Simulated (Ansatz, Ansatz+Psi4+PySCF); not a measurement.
```yaml
atoms:
  - { symbol: C, position_ang: [0.0000, 0.0000, -1.1214] }
  - { symbol: Cl, position_ang: [0.0000, 0.0000, 0.6560] }
  - { symbol: H, position_ang: [0.0000, 1.0293, -1.4743] }
  - { symbol: H, position_ang: [0.8914, -0.5147, -1.4743] }
  - { symbol: H, position_ang: [-0.8914, -0.5147, -1.4743] }
```

Basis set: cc-pVTZ on H, C; cc-pV(T+d)Z on Cl (spherical functions). Correlated methods keep 6 orbitals frozen. Charge 0, multiplicity 1.

Computed with Ansatz (development build ahead of 0.2.0); free ground-state atoms in the same class of orbitals, no zero-point energy, no relativity.

The atomization energy of singlet CH₃Cl from measured heats of formation, zero-point and thermal terms removed is 17.106 eV (G2/97 set, Curtiss et al., J. Chem. Phys. 106, 1063 (1997), as shipped with ASE); it holds spin-orbit and other relativistic effects.

**Question.** How far do RHF-CCSD(T), RHF-MP2 miss it in this basis?

**Answer.**

```csv
method,atomization energy (eV),computed − measured (eV)
RHF-CCSD(T),16.729,-0.377
RHF-MP2,16.842,-0.264
```
